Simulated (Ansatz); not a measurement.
# SbH, triplet: the ladder up to full CI

Geometry: that of the SbH, singlet, kept fixed.

```
atom   x (Å)   y (Å)   z (Å)
  Sb  0.0000  0.0000  0.0000
   H  0.0000  0.0000  1.7130
```

Basis def2-SVP with its core potentials; Ansatz 0.2.0. Only valence electrons are correlated (noble-gas cores and the filled d shells of p-block atoms frozen), which leaves 6 electrons in 22 orbitals. R marks a restricted (for open shells ROHF) determinant, U an unrestricted one. Active spaces: valence = (6e, 5o) chosen from the atoms' valence shells. No spin–orbit coupling is included; scalar relativity enters through the core potentials alone.

Full CI is exact within this basis and frozen core; it isn't the basis-set limit. The frozen core follows each run's orbitals, which can shift R against U totals by a few meV for light atoms and by up to 0.1 eV past Ca.

For open shells CISD and CISDTQ are restricted-active-space CI with the open shells as a complete middle space.

The UHF ⟨S²⟩ is 2.018, the T1 diagnostic (RCCSD) is 0.0197 and the largest doubles amplitude (RCCSD) is 0.090.

```json
{"level": "RHF", "E − E(full CI) (mEh)": "89.32", "share of correlation (%)": "0.00", "wall time": "–"}
{"level": "RMP2", "E − E(full CI) (mEh)": "20.21", "share of correlation (%)": "77.37", "wall time": "–"}
{"level": "CISD", "E − E(full CI) (mEh)": "4.17", "share of correlation (%)": "95.33", "wall time": "1.5 s"}
{"level": "RCCSD", "E − E(full CI) (mEh)": "2.00", "share of correlation (%)": "97.76", "wall time": "–"}
{"level": "RCCSD(T)", "E − E(full CI) (mEh)": "0.45", "share of correlation (%)": "99.50", "wall time": "2.7 s"}
{"level": "BCCD(T)", "E − E(full CI) (mEh)": "0.44", "share of correlation (%)": "99.51", "wall time": "1.8 s"}
{"level": "RCCSDT", "E − E(full CI) (mEh)": "0.05", "share of correlation (%)": "99.95", "wall time": "–"}
{"level": "CISDTQ", "E − E(full CI) (mEh)": "0.03", "share of correlation (%)": "99.97", "wall time": "4.3 s"}
{"level": "RCCSDT(Q)", "E − E(full CI) (mEh)": "-0.01", "share of correlation (%)": "100.01", "wall time": "6 s"}
{"level": "RCCSDTQ", "E − E(full CI) (mEh)": "-0.02", "share of correlation (%)": "100.02", "wall time": "31 s"}
{"level": "CASSCF (valence space)", "E − E(full CI) (mEh)": "69.07", "share of correlation (%)": "22.68", "wall time": "–"}
{"level": "NEVPT2 (valence space)", "E − E(full CI) (mEh)": "16.58", "share of correlation (%)": "81.44", "wall time": "1.9 s"}
{"level": "MRCISD (valence space)", "E − E(full CI) (mEh)": "2.41", "share of correlation (%)": "97.30", "wall time": "–"}
{"level": "MRCISD+Q (valence space)", "E − E(full CI) (mEh)": "-0.77", "share of correlation (%)": "100.86", "wall time": "2.6 s"}
```

The correlation energy at full CI, counted from RHF, is -2.431 eV. That run took 8 s on 1 thread of Intel Xeon, shared host over 591,200 determinants.

Run but not shown, since their state or frozen core can't be matched to the reference's or they repeat it: UHF, UMP2, UCCSD, UCCSD(T), UCCSDT, UCCSDT(Q).

Times hold each run's SCF and search for its determinant on a shared host, so for small cases they say little of a method's own cost; they ran on 1 thread of Intel Xeon.

More than 5 meV below full CI, which no variational method can be: MRCISD+Q (valence space).

The full-CI state has the irrep A2 of C2v, in the program's axes (one component, if the state is degenerate).

Natural occupations of full CI about the gap: 1.960 1.936 0.992 0.992 0.048 0.010 0.010 0.010 0.010 0.008; effectively unpaired electrons, Σ n²(2−n)², 2.03.
